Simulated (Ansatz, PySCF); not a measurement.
Molecule (SMILES): C#CC.
Geometry (B3LYP-D3(BJ)/def2-TZVP, fixed):
```xyz
7

C     -0.0011    -0.0004     0.2181
C     -0.0068    -0.0029     1.4176
C      0.0060     0.0025    -1.2360
H     -0.0119    -0.0051     2.4795
H      0.0152     1.0232    -1.6237
H      0.8874    -0.5130    -1.6226
H     -0.8790    -0.5002    -1.6311
```

Near-linear dependence at HF/aug-cc-pVTZ with PySCF (spherical functions, density fitting): canonical orthogonalisation drops combinations whose overlap eigenvalue lies under the threshold. The set has 230 functions.

| threshold | orbitals kept | energy minus last row (mEh) | SCF cycles |
|---|---|---|---|
| 1e-3 | 213 | 19.073 | 9 |
| 1e-4 | 223 | 0.157 | 9 |
| 1e-5 | 228 | 0.016 | 9 |
| 1e-6 | 230 | 0.000 | 9 |
| 1e-7 | 230 | 0.000 | 9 |
| 1e-9 | 230 | 0.000 | 9 |

The smallest overlap eigenvalue is 5.9e-06. Ansatz (a quantum-chemistry and plane-wave program) at its default drops 0 functions.
